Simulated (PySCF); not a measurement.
# Structure revision by computed shifts

A compound C5H7F gives the data below (simulated from a calculation) and was assigned the structure `FCC1=CCC1`.

¹³C{¹H} NMR (computed): δ 148.2 (C, d, J = 12.8 Hz), 116.3 (CH2), 86.2 (CH, d, J = 258.6 Hz), 42.6 (CH2, d, J = 22.8 Hz, 2C).

¹H NMR (400 MHz, computed): δ 5.40 (m, 2H), 5.20 (m, 1H), 3.12 (m, 2H), 3.09 (m, 2H).

One averaged value for each set of equivalent atoms, no relativistic terms, single conformer, gas phase. Couplings computed with B3LYP/pcJ-1 (spin–dipole term only in couplings to heteroatoms); geometry: GFN2-xTB; PBE0/pcSseg-1 with gauge-including orbitals; PySCF.

Chemical shifts δ = σref − σ; ¹H (σ = 31.72 ppm), ¹³C (σ = 186.93 ppm) vs TMS, all at this level.

Problem. Compare with the shifts computed for the proposed structure, pairing carbons in order of shift.

Solution. Atoms are numbered as in `[F:1][CH2:2][C:3]1=[CH:4][CH2:5][CH2:6]1` (H(Xn): hydrogen on atom n).

```csv
atom,computed for proposal,given list,difference
C3,154.5,148.2,+6.3
C4,143.8,116.3,+27.5
C2,82.5,86.2,-3.7
C6,31.6,42.6,-11.0
C5,29.1,42.6,-13.5
```

The rms difference is 14.9 ppm and the largest +27.5 ppm at C4 (alkene CH). The proposal also would give 5 carbon signals, not 4. The carbon types in order of shift don't match either: C, CH, CH2, CH2, CH2 for the proposal against C, CH2, CH, CH2, CH2 in the data. The proposal doesn't fit.

Problem. Which isomer fits?

Solution. `C=C1CC(F)C1`.

- Carbon types of the structure: 1 × C, 1 × CH, 3 × CH2, which accounts for all hydrogens.
- δC 148.2: fully substituted alkene carbon; the olefinic region.
- δC 116.3: terminal =CH2 carbon; the olefinic region.
- δC 86.2: sp3 CH bonded to F; pulled downfield by the heteroatom.
- δH 5.40: hydrogen on a terminal =CH2 carbon; attached to an sp2 carbon and in the plane of the double bond.

Other isomers checked: CC1=C[C@]1(C)F (rms 17.5 ppm).

The shifts were computed for this structure.

C–F couplings over four or more bonds (about 3 Hz to the para carbon of a fluoroarene) are left out. Common functionals overestimate the size of one-bond C–F couplings by tens of Hz; these are unscaled. Splittings below 1 Hz are ignored in the labels, and close J values are merged. Couplings among chemically equivalent protons are left out too, so labels in AA′BB′ or AA′XX′ sets are apparent multiplicities. Unscaled 3J(H,H) at this level run about 10 % above measured values. Shifts are as computed. Against solution values, carbons near 30 ppm lie about +3 ppm off and those near 130 ppm about +5 ppm. Of 1309 compounds with measured shifts, 239 miss one by over three times the rms of a fit or turn the order of signals round; such compounds aren't used in these exercises. 3J across rotatable bonds or in flexible rings reflects this conformer alone.
